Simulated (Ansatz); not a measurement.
Species: disilane, Si2H6, net charge 0, singlet state. 
Coordinates optimised at B3LYP-D3(BJ)/def2-TZVP (Ansatz, a program for electronic structure):
SMILES: [SiH3][SiH3]
```xyz
8

Si     0.0002    -0.0110     1.1721
Si    -0.0002     0.0110    -1.1721
H     -0.0004     1.3752     1.6997
H     -1.2040    -0.7120     1.6803
H      1.2055    -0.7108     1.6798
H      0.0004    -1.3752    -1.6997
H     -1.2055     0.7108    -1.6798
H      1.2040     0.7120    -1.6803
```
Charge 0, spin multiplicity 1.

Wanted: vertical triplet-singlet gap (E(triplet) - E(singlet); each state is the SCF solution reached for its spin; the molecule has degenerate orbitals, so one determinant may break the symmetry), in eV. Correlated levels leave the core frozen unless marked. UHF or UKS for open shells. Spin-orbit coupling is left out. No relativistic terms. Basis-set limits of correlation are two-point, X^-3; Hartree-Fock from the larger set.

```
level                                program  vertical triplet-singlet gap (eV)
-----------------------------------  -------  ---------------------------------
HF/aug-cc-pV(D+d)Z                    Ansatz                               6.44
RI-HF/aug-cc-pV(T+d)Z                 Ansatz                               6.27
RI-HF/def2-QZVPPD                     Ansatz                               6.25
r2SCAN/def2-TZVPD                     Ansatz                               6.16
BHLYP/def2-TZVPD                      Ansatz                               6.55
CAM-B3LYP/def2-TZVPD                  Ansatz                               6.51
wB97M-V/def2-TZVPD                    Ansatz                               6.63
B2PLYP/def2-TZVPD                     Ansatz                               6.53
MP2/aug-cc-pV(D+d)Z                   Ansatz                               6.77
RI-MP2/aug-cc-pV(T+d)Z                Ansatz                               6.66
RI-MP2/def2-TZVPPD                    Ansatz                               6.68
RI-MP2/CBS(def2-TZVPPD,def2-QZVPPD)   Ansatz                               6.71
SCS-MP2/aug-cc-pV(D+d)Z               Ansatz                               6.84
CCSD/def2-SVPD                        Ansatz                               6.85
```
